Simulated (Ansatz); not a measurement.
## 1,1-elimination

Start structure (AlH₂ClO, singlet), relaxed at PBE0-D4/def2-TZVP:

| atom | x (Å) | y (Å) | z (Å) |
| --- | --- | --- | --- |
| Al1 | 0.4441 | -0.1958 | -0.0527 |
| Cl2 | -0.3551 | -1.5543 | -1.4341 |
| H3 | 1.9627 | -0.2276 | 0.3174 |
| O4 | -0.5577 | 0.9474 | 0.6715 |
| H5 | -1.4940 | 1.0303 | 0.4979 |

The step: AlH₂ClO ([OH][AlH][Cl]) → AlHO ([OH][Al]) + HCl; bonds formed: Cl2–H3; bonds broken: Al1–Cl2, Al1–H3. Computed with Ansatz 0.2.0 (basis: def2-TZVPP and def2-QZVPP); correlated methods freeze the cores. Extrapolation: Hartree–Fock as exp(−7.88 √X), correlation as X^−2.97. Energies below are by CCSD(T) at an estimated basis limit (MP2 extrapolated from triple and quadruple zeta, plus CCSD(T) − MP2 in triple zeta).

(1) What are the electronic barrier and the energy of the step, from the start structure to the end structure? (To be estimated.)

T1 diagnostic: at most 0.018. The restricted Hartree–Fock reference is unstable towards an unrestricted one at one or more of these structures.

## Answers

(1) Computed: Barrier 3.177 eV; step energy 2.293 eV (uphill); reverse barrier, their difference, 0.884 eV. Barrier and step energy count from the start structure, the reverse barrier from the end structure.

The saddle point: One imaginary mode of 1001i cm⁻¹.
```csv
pair,start (Å),saddle (Å),end (Å)
Cl2–H3,3.19,1.65,1.30
Al1–Cl2,2.10,2.54,3.91
Al1–H3,1.56,1.70,2.61
```

Zero-point energy (harmonic, PBE0-D4): ZPE is 0.603 eV at the start and 0.496 eV at the saddle, so the barrier goes from 3.177 to 3.070 eV.

First-order rate constant out of the start structure at 698 K by transition-state theory, with harmonic vibrational free energies alone and no tunnelling: ΔA‡ = 3.023 eV, so k = (kB T/h) exp(−ΔA‡/kB T) ≈ 10^-9 s⁻¹ (an order of magnitude at best: rotation, the number of equivalent paths and anharmonicity are left out).

Labels in which every atom is bracketed show which atoms are joined, not bond orders.

For scale, one of the runs: CCSD(T)/def2-TZVPP, 143 basis functions, launched by `ansatz run in.yaml --threads 2 --pin off --events-out ev --progress --plain --max-ram 4352MiB`. Time: 8.5 s of wall clock on 2 CPU threads of an Arm Neoverse V2; the host was shared. Peak host memory: 0.77 GiB.
